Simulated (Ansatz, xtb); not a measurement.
CH2F+: where a starting geometry ends

The starting geometry of this gas-phase singlet has its atoms placed at random.

```yaml
atoms:
  - { symbol: C, position_ang: [0.3161, 0.9541, -0.6694] }
  - { symbol: F, position_ang: [-0.5856, -0.1444, -1.2423] }
  - { symbol: H, position_ang: [1.4266, 1.0945, -0.5894] }
  - { symbol: H, position_ang: [-0.3926, 0.8177, 0.1274] }
```

Guess where an optimisation with r2SCAN-D4/def2-SVP ends from this start.

It ends as `[CH2+]F`. Contacts that close: C1–F2 (1.53 → 1.23 Å).

The energy falls by 3.29 eV over 7 steps:

| step | E − E(last) (eV) |
| --- | --- |
| 1 | 3.287 |
| 2 | 1.231 |
| 3 | 0.744 |
| 4 | 0.002 |
| 5 | 0.000 |
| 6 | 0.000 |
| 7 | 0.000 |

Final geometry (Å):

```xyz
4

C     0.2139    0.7144   -0.5573
F    -0.2991   -0.0502   -1.3725
H     1.2563    1.0360   -0.7517
H    -0.4064    1.0218    0.3078
```

From the same start GFN2-xTB reaches the same bonding as this run.

From so rough a start the end depends on the optimiser's path, so another program may land elsewhere. The end wasn't checked by frequencies. Run with Ansatz 0.2.0, 4.8 s on 1 thread of Arm Neoverse V1, with other jobs on the host.
